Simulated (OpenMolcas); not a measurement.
# One shape, several levels: doublet OH

Wanted: a comparison of 6 runs (UHF/3-21G, UM06-2X/3-21G, UPBE/3-21G, UPBE0/3-21G, ROMP2/3-21G, ROCCSD(T)/3-21G) of doublet OH. 

Program for the calculation: OpenMolcas 26.06.

1 further run of the same task is left out (set aside as unsound or not needed).

### 1 The system as given

OH: 2 atoms, total charge 0, spin state doublet. As SMILES of the parent species, `[OH-]`. Geometry: relaxed at PBE0-D4/def2-TZVPD. That shape belongs to the parent species and isn't relaxed for this state.

Bond lengths: O1–H2 0.964 Å.

### 2 A single-point energy at UHF/3-21G (run 1)

coord.xyz

```xyz
2

O      0.411800    -0.131800     0.212500
H     -0.411800     0.131800    -0.212500
```

calc.input

```
&GATEWAY
 BasLib
 $CurrDir
 Coord
 coord.xyz
 Basis
 3-21G
 Group
 NoSym

&SEWARD

&SCF
 UHF
 Spin
 2
 Thresholds
 1e-10 1e-07 1e-07 1e-05
 PrOrbitals
 1 1
```

The basis set 3-21G is read from a file made from the Basis Set Exchange's data (not shown).

Started as:

```sh
export MOLCAS_MEM=1860
pymolcas calc.input > calc.log
```

Standard output:

```text
--- Start Module: gateway ---
[...]
--- Stop Module: gateway /rc=_RC_ALL_IS_WELL_ ---
--- Start Module: seward ---
[...]
      Basis functions           11
--- Stop Module: seward /rc=_RC_ALL_IS_WELL_ ---
--- Start Module: scf ---
[...]
       Convergence after  11 Iterations
[...]
::    Total SCF energy                                -74.9697949989
[...]
      Total spin, S                                     0.5014826504
[...]
      Total electronic charge=    9.000000
      Total            charge=   -0.000000
[...]
      Dipole Moment (debye):
      Origin of the operator (angstrom)=    0.3630   -0.1162    0.1873
                   X= -1.6983E+00               Y=  5.4357E-01               Z= -8.7639E-01           Total=  1.9869E+00
      Quadrupole Moment (debye*angstrom):
[...]
--- Stop Module: scf /rc=_RC_ALL_IS_WELL_ ---
[...]
```

Run time: 1.7 s. Hardware: 1 thread of Arm Neoverse V1, shared host; peak memory 0.37 GiB.

### 3 A single-point energy at UM06-2X/3-21G (run 2)

coord.xyz is that of step 2.

calc.inp

```
>>> EXPORT MOLCAS_PRINT=2
&GATEWAY
BASLIB
$CurrDir
COORD
coord.xyz
BASIS
3-21G
GROUP
NoSym
&SEWARD
GRIDINPUT
Grid=UltraFine
End of Grid
&SCF
UHF
SPIN
2
KSDFT
M062X
THRESHOLDS
1e-10 1e-07 1e-07 1e-05
PRORBITALS
1 1
```

The basis set 3-21G is read from a file made from the Basis Set Exchange's data (not shown).

Started as:

```sh
export MOLCAS_MEM=1860
pymolcas calc.inp > calc.log
```

Standard output:

```text
--- Start Module: gateway ---
[...]
--- Stop Module: gateway /rc=_RC_ALL_IS_WELL_ ---
--- Start Module: seward ---
[...]
      Basis functions           11
--- Stop Module: seward /rc=_RC_ALL_IS_WELL_ ---
--- Start Module: scf ---
[...]
       Convergence after  10 Iterations
[...]
::    Total KS-DFT energy                             -75.2656628856
[...]
      Total spin, S                                     0.5004998546
[...]
      Total electronic charge=    9.000000
      Total            charge=   -0.000000
[...]
      Dipole Moment (debye):
      Origin of the operator (angstrom)=    0.3630   -0.1162    0.1873
                   X= -1.6150E+00               Y=  5.1690E-01               Z= -8.3340E-01           Total=  1.8895E+00
      Quadrupole Moment (debye*angstrom):
[...]
--- Stop Module: scf /rc=_RC_ALL_IS_WELL_ ---
[...]
```

Run time: 3.9 s. Hardware: 1 thread of Arm Neoverse V1, shared host; peak memory 0.37 GiB.

Runs 3 to 5 aren't shown in full; the table further down has their settings and results.

### 4 The energy at ROCCSD(T)/3-21G (run 6)

coord.xyz is that of step 3.

calc.inp

```
&GATEWAY
  BasLib=$CurrDir
  Coord=coord.xyz
  Basis=3-21G
  Group=NoSym

&SEWARD

&SCF
  UHF
  Spin=2
  Thresholds=1e-10 1e-07 1e-07 1e-05
  PrOrbitals=1 1

&RASSCF
  FileOrb=$Project.UnaOrb
  Spin=2
  Nactel=1 0 0
  Inactive=4
  Ras2=1
  OutOrbitals=Canonical
  OrbListing=Nothing

&MOTRA
  JobIph
  Frozen=1

&CCSDT
  CCT
  Triples=3
  Iterations=80
  Accuracy=1e-08
  Extrapolation=5 4
```

The basis set 3-21G is read from a file made from the Basis Set Exchange's data (not shown).

Started as:

```sh
export MOLCAS_MEM=1860
pymolcas calc.inp > calc.log
```

Standard output:

```text
--- Start Module: gateway ---
[...]
--- Stop Module: gateway /rc=_RC_ALL_IS_WELL_ ---
[...]
      Basis functions           11
[...]
       Convergence after  11 Iterations
[...]
::    Total SCF energy                                -74.9697949989
[...]
      Total spin, S                                     0.5014826504
[...]
      Number of active orbitals                  1
[...]
      Spin quantum number                      0.5
[...]
      Active orbitals                            1
[...]
      Number of CSFs                             1
[...]
      Number of root(s) required                 1
[...]
      Convergence after  5 iterations
[...]
      printout of CI-coefficients larger than  0.05 for root  1
      energy=     -74.968660
      conf/sym  1     Coeff  Weight
             1  u   1.00000 1.00000
      Natural orbitals and occupation numbers for root  1
      sym 1:   1.000000
      ************************************************************************************************************************
      *                                                    Final results                                                     *
[...]
::    RASSCF root number  1 Total energy:    -74.96865997
[...]
      Total electronic charge=    9.000000
      Total            charge=   -0.000000
[...]
      Dipole Moment (debye):
      Origin of the operator (angstrom)=    0.3630   -0.1162    0.1873
                   X= -1.6991E+00               Y=  5.4381E-01               Z= -8.7678E-01           Total=  1.9878E+00
      Quadrupole Moment (debye*angstrom):
[...]
--- Start Module: motra ---
[...]
--- Start Module: ccsdt ---
[...]
      Convergence after                    13  Iterations
      Total energy (diff) :     -75.06297367      -0.00000001
[...]
 METHOD                       : CCSD+T(CCSD)+<T3(1)WT1>+<T3(1)UT2> = CCSD(T)
[...]
       CCSD     =       -75.0629736651159
[...]
```

Run time: 2.4 s. Hardware: 1 thread of Arm Neoverse V1, shared host; peak memory 0.37 GiB.

### 5 The series

```tsv
run	level	integration grid	frozen core orbitals	energy (Eh)	dipole moment (D)	HOMO energy (eV)	LUMO energy (eV)	wall time
1	UHF/3-21G	–	–	-74.969795	1.99	-13.11	4.79	1.7 s
2	UM06-2X/3-21G	UltraFine	–	-75.265663	1.89	-9.66	-0.90	3.9 s
3	UPBE/3-21G	UltraFine	–	-75.211822	1.78	-5.41	-4.71	3.3 s
4	UPBE0/3-21G	UltraFine	–	-75.222324	1.86	-7.66	-2.62	3.3 s
5	ROMP2/3-21G	–	1	-75.055598	–	–	–	2.4 s
6	ROCCSD(T)/3-21G	–	1	-75.063480	–	–	–	2.4 s
```

### 6 What came out

| quantity | value |
| --- | --- |
| run 6: total energy | -75.06348 Eh |
| run 6: (T) correction | -0.51 mEh |

What this shows: Over runs 1, 2, 3, 4 the dipole moment (its size) runs from 1.78 D (UPBE/3-21G) to 1.99 D (UHF/3-21G). Totals of different functionals can't be ranked against each other. All runs together took 17 s, the longest 3.9 s.
